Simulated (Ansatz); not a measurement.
A made-up structure of SiNH2S, doublet:

| atom | x (Å) | y (Å) | z (Å) |
| --- | --- | --- | --- |
| N1 | 0.4143 | 0.0592 | 0.1147 |
| Si2 | -1.2695 | -0.0271 | 0.0759 |
| S3 | 1.2643 | 0.6171 | 1.5514 |
| H4 | -1.8115 | -0.4942 | -1.1507 |
| H5 | 0.9185 | -0.2241 | -0.7254 |

It is relaxed with PBE-D4/def2-SVP and then PBE0-D4/def2-TZVP (Ansatz 0.2.0). Atoms count as bonded within 1.22 times the sum of their covalent radii (H–H: 0.88 Å). The end point is not checked to be a true minimum.

(1) Does its bonding change? (Judge from chemistry; the calculation decides.)

## Answers

(1) By the calculation: No: no bond forms or breaks.

Where it ends: The first stage lowers the energy by 0.80 eV in 8 steps. It ends as SiNH₂S ([SiH][NH][S]):
N1  (0.334, 0.068, 0.136)
Si2  (-1.413, -0.004, 0.243)
S3  (1.287, 0.554, 1.396)
H4  (-1.534, -0.502, -1.205)
H5  (0.842, -0.185, -0.705)
(Å)

Labels in which every atom is bracketed show which atoms are joined, not bond orders.

For scale, one of the runs: PBE0-D4/def2-TZVP relaxation, 117 basis functions, launched by `ansatz run in.yaml --threads 2 --pin off --events-out ev --progress --plain --max-ram 4352MiB`. The run took about 34 s on 2 CPU threads of an Arm Neoverse V2 (shared host).
